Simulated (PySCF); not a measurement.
# Which orbitals make which state

H6OSi2.
InChI=1S/H6OSi2/c2-1-3/h2-3H3

Computed, not measured: TDDFT CAM-B3LYP/def2-SVPD, vertical, gas phase, core orbitals frozen in the response in PySCF 2.14.0, density-fitted response routines. Isolated species at its PBE0-D3(BJ)/def2-SVP geometry, gas phase.

Orbital energies (eV): HOMO-3 -11.28, HOMO-2 -11.21, HOMO-1 -10.22, HOMO -10.07, LUMO 0.65, LUMO+1 1.21, LUMO+2 1.58.

Computed singlets:

| state | E (eV) | f |
| --- | --- | --- |
| S1 | 7.20 | 0.0006 |
| S2 | 7.38 | 0.0005 |
| S3 | 8.20 | 0.0003 |
| S4 | 8.28 | 0.0024 |
| S5 | 8.39 | 0.062 |
| S6 | 8.60 | 0.136 |
| S7 | 8.63 | 0.095 |
| S8 | 8.87 | 0.0001 |
| S9 | 8.97 | 0.0046 |
| S10 | 9.02 | 0.031 |

Q: Assign a leading configuration to S1, S2, S5 and S6 and set E beside the orbital difference Δε.

A: 

```tsv
state	leading configuration	weight	Δε (eV)	E (eV)	E − Δε (eV)	f	other configurations
S1	HOMO→LUMO	0.94	10.71	7.20	-3.51	0.0006	–
S2	HOMO-1→LUMO	0.93	10.87	7.38	-3.49	0.0005	–
S5	HOMO→LUMO+1	0.73	11.27	8.39	-2.88	0.062	H→L+3 (13%)
S6	HOMO-1→LUMO+1	0.72	11.43	8.60	-2.83	0.136	–
```

E − Δε runs from -3.51 to -2.83 eV. Among themselves, these states come in the order of their orbital differences.

H and L stand for HOMO and LUMO. The other states: S3 8.20 eV, f 0.0003, H-2→L (45%), H-3→L (18%), H→L+2 (13%); S4 8.28 eV, f 0.0024, H-3→L (40%), H-2→L (21%), H-1→L+5 (13%); S7 8.63 eV, f 0.095, H→L+3 (48%), H-1→L+1 (14%), H-1→L+3 (10%); S8 8.87 eV, f 0.0001, H→L+2 (58%), H-3→L+1 (11%), H-3→L (8%); S9 8.97 eV, f 0.0046, H-1→L+2 (50%), H-2→L+1 (16%); S10 9.02 eV, f 0.031, H-1→L+3 (54%), H→L+3 (13%).

Q: Which computed triplets share their leading configuration (75% or more) with a singlet, and how far apart are the partners?

A: 

```
configuration  triplet  E(T) (eV)  singlet  E(S) (eV)  E(S) − E(T) (eV)
    HOMO→LUMO       T1       6.85       S1       7.20             +0.36
  HOMO-1→LUMO       T2       7.01       S2       7.38             +0.37
```

The 4 triplets are Tamm–Dancoff values, the singlets full response.

Summed over the main configurations (up to three a state, each over 8%) of all 10 singlets, the electron leaves HOMO with weight 3.12, HOMO-1 with weight 3.06, HOMO-2 with weight 0.82 and HOMO-3 with weight 0.77.

All these states lie below the vertical ionisation energy of 10.97 eV (ΔSCF).
